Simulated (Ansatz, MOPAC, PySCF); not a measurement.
Species: acetylene, C2H2 (charge 0, singlet). SMILES: C#C
Geometry: optimised at B3LYP-D3(BJ)/def2-TZVP (Ansatz, an electronic-structure program).

Unscaled harmonic wavenumbers (cm⁻¹) in rising order, each level at the stationary point that it reaches from this structure (no distance between atoms moves by over 0.3 Å); the order of modes can differ between levels, and a negative number is imaginary. B3LYP-D3(BJ)/def2-TZVP (PySCF, at the structure above): 620, 620, 764, 764, 2072, 3418, 3516.

AM1 (MOPAC): 804, 804, 928, 928, 2181, 3422, 3475. Zero-point energy 17.9 against 16.8 kcal/mol; where all levels lie over 400 cm⁻¹, the wavenumbers are on average 1.152 times those of B3LYP-D3(BJ)/def2-TZVP.

PM3 (MOPAC): 833, 833, 898, 898, 2138, 3318, 3393. Zero-point energy 17.6 against 16.8 kcal/mol; where all levels lie over 400 cm⁻¹, the wavenumbers are on average 1.144 times those of B3LYP-D3(BJ)/def2-TZVP.

HF/6-31G* (Ansatz): 794, 794, 883, 883, 2246, 3606, 3718. Zero-point energy 18.5 against 16.8 kcal/mol; where all levels lie over 400 cm⁻¹, the wavenumbers are on average 1.153 times those of B3LYP-D3(BJ)/def2-TZVP.

B3LYP/6-31G* (Ansatz): 535, 535, 775, 775, 2087, 3442, 3541. Zero-point energy 16.7 against 16.8 kcal/mol; where all levels lie over 400 cm⁻¹, the wavenumbers are on average 0.968 times those of B3LYP-D3(BJ)/def2-TZVP.
